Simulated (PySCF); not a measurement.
Gas-phase reaction: 5 C₂H₅OH + O ⇌ 6 CH₃OH + C₄H₆ (butadiene)

Method: PySCF energies (xtb for GFN2) plus ideal-gas RRHO corrections (1 bar). 'Table' is the NASA 1993 thermochemical table (part measured, part estimated). † marks an energy on the PBE0/def2-TZVP geometry and frequencies; other levels use their own. 6-31G* has spherical d functions here. Open shells (unrestricted): O (multiplicity 3); the rest are closed-shell singlets. GFN2 has no spin-polarisation term. Spin-orbit splitting is ignored; it lowers the true energy and changes the entropy of O. B3LYP is the form with VWN-RPA correlation.

Levels: a) B3LYP/def2-TZVP†; b) PBE0/def2-SVP†; c) HF/6-31G*; d) GFN2-xTB; e) HF/def2-TZVP†.

Problem. Order the levels by the distance of their ΔH°(298 K) from the table for this reaction, closest first.

Solution. a (-19 kJ), b (+66 kJ), e (+182 kJ), c (+240 kJ), d (-296 kJ)

The table gives -170 kJ. The order holds for this reaction alone, and for the 1993 entries, some of which have been revised since.
